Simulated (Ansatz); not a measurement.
`CS`: measurement beside calculation (Ansatz, PBE0-D4/def2-TZVP geometry).

Z-matrix (Å, degrees):
```
C
S 1 1.806
H 1 1.089 2 111.5
H 1 1.089 2 111.5 3 -123.8
H 1 1.090 2 106.2 3 118.1
H 2 1.342 1 97.1 3 61.9
```

Enthalpy of formation at 298 K: -5.5 kcal/mol (zero for an element's reference state; older measured values of the G2 set, as listed by Staroverov and co-workers, J. Chem. Phys. 119, 12129, 2003). With their computed zero-point and thermal terms and the atoms' enthalpies of Curtiss and co-workers (1997) it gives an electronic atomization energy of 473.6 kcal/mol.

```tsv
level	atomization (kcal/mol)	error	error per bond
LDA (SPW92)	536.5	62.9	12.6
PBE-D4	480.1	6.5	1.3
revPBE-D4	471.1	-2.5	-0.5
BLYP-D4	471.7	-1.9	-0.4
r2SCAN-D4	474.9	1.3	0.3
B97M-V	477.1	3.5	0.7
PBE0-D4	474.6	1.0	0.2
B3LYP-D4	474.4	0.8	0.2
r2SCANh-D4	472.9	-0.6	-0.1
r2SCAN0-D4	470.2	-3.4	-0.7
HSE06-D4	474.9	1.3	0.3
BHLYP-D4	463.5	-10.1	-2.0
CAM-B3LYP-D4	474.9	1.3	0.3
ωB97X-V	476.0	2.4	0.5
ωB97M-V	477.1	3.5	0.7
B2PLYP	469.0	-4.5	-0.9
PBE-QIDH	470.8	-2.8	-0.6
PBE	478.5	5.0	1.0
revPBE	465.3	-8.3	-1.7
BLYP	468.0	-5.6	-1.1
r2SCAN	474.5	0.9	0.2
PBE0	473.3	-0.3	-0.1
B3LYP	471.9	-1.7	-0.3
r2SCANh	472.6	-1.0	-0.2
r2SCAN0	469.8	-3.8	-0.8
HSE06	473.7	0.1	0.0
BHLYP	461.7	-11.9	-2.4
CAM-B3LYP	473.6	0.0	0.0
LC-ωPBE	469.4	-4.2	-0.8
HF/def2-TZVPP	350.5	-123.1	-24.6
MP2/def2-TZVPP	463.9	-9.7	-1.9
SCS-MP2/def2-TZVPP	465.8	-7.8	-1.6
CCSD/def2-TZVPP	457.7	-15.9	-3.2
CCSD(T)/def2-TZVPP	463.2	-10.4	-2.1
HF/def2-QZVPP	351.0	-122.6	-24.5
MP2/def2-QZVPP	470.8	-2.8	-0.6
SCS-MP2/def2-QZVPP	473.5	-0.1	0.0
CCSD/def2-QZVPP	463.8	-9.7	-1.9
CCSD(T)/def2-QZVPP	469.9	-3.7	-0.7
HF/CBS(def2)	351.1	-122.5	-24.5
MP2/CBS(def2)	475.6	2.0	0.4
CCSD/CBS(def2)	468.1	-5.5	-1.1
CCSD(T)/CBS(def2)	474.5	0.9	0.2
```

Functionals use def2-TZVPP; B3LYP here is the variant with VWN-RPA as its local correlation; programs differ in this. The calculations leave out spin–orbit coupling, scalar relativity and, for the correlated methods, core correlation; together these are worth up to about 1 kcal/mol a heavy atom. HSE06 is defined as in plane-wave codes. CBS extrapolates def2-TZVPP and def2-QZVPP. T1 = 0.010.
